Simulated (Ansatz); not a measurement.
Ansatz (an electronic-structure program) input:

Ansatz 0.2 input:
```yaml
crystal:
  periodic: [false, false, false]
  atoms:
    - {symbol: C, position_ang: [-0.01960273, 0.53041536, 0.01007793]}
    - {symbol: O, position_ang: [0.02915470, -0.78887498, -0.01498868]}
    - {symbol: H, position_ang: [-1.06290528, 1.00482270, 0.02799415]}
    - {symbol: H, position_ang: [0.48134512, 1.04526317, 0.90330047]}
    - {symbol: H, position_ang: [0.46593892, 1.07842182, -0.87185278]}
basis:
  gaussian:
    orbitals: def2-SVP
total_charge: -1
magnetization: {spin_polarized: false}
correlation: {method: ccsd_t, electrons: outside_noble_gas}
```

What final total energy does it print?

-114.67018 Eh (CCSD(T)/def2-SVP). The basis has 43 functions.

It need not be the lowest isomer of its formula. Whether it binds its extra electron was not tested at this geometry.
